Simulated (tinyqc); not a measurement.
Starting guesses with plain Roothaan steps: SCF starting guesses in the sto-6g basis, for CH4, spin multiplicity 1. Computed by the program tinyqc with PySCF. RHF with one setting changed at a time; a run stops when the energy changes by less than 1e-09 hartree and the error matrix is below 1e-5. Starts: the lowest orbitals of the core Hamiltonian, of the Wolfsberg-Helmholz matrix (K = 1.75), projected atomic densities, random orbitals, and the highest orbitals of the core Hamiltonian (a deliberately bad start).

Geometry (angstrom):
```
atom,x,y,z
C,0.0000,0.0000,0.0000
H,0.6520,0.6520,0.6520
H,0.6520,-0.6520,-0.6520
H,-0.6520,0.6520,-0.6520
H,-0.6520,-0.6520,0.6520
```

lowest restricted solution found by these runs and by PySCF = -40.102537 hartree

Largest element of the error matrix X^T (FDS - SDF) X:
```
iteration,core,Wolfsberg-Helmholz,atomic densities,random,highest core orbitals
1,5.7e-01,3.9e-01,8.8e-01,5.7e+00,1.8e-01
2,2.4e-01,7.7e-02,3.0e-02,4.7e-01,5.4e-01
3,5.1e-02,1.1e-02,1.2e-02,1.4e-01,1.8e-01
4,1.0e-02,4.6e-03,2.3e-03,3.2e-02,3.8e-02
5,2.4e-03,5.7e-04,7.8e-04,9.3e-03,7.9e-03
6,4.7e-04,2.7e-04,1.6e-04,2.3e-03,1.7e-03
8,2.2e-05,1.7e-05,1.1e-05,2.3e-04,8.2e-05
10,1.1e-06,-,-,2.5e-05,3.9e-06
```

How each run ends:
```
run,iterations,E (hartree),state
core,10,-40.10254,lowest found
Wolfsberg-Helmholz,9,-40.10254,lowest found
atomic densities,9,-40.10254,lowest found
random,12,-40.10254,lowest found
highest core orbitals,11,-40.10254,lowest found
```

What does the comparison show, and why?

5 of 5 runs reach the lowest restricted solution found, in 9 to 12 iterations (fastest: Wolfsberg-Helmholz, atomic densities). The first errors are 6e-01, 4e-01, 9e-01, 6e+00, 2e-01; the deliberately bad start has the smallest one, so a small first error does not mark a good start.
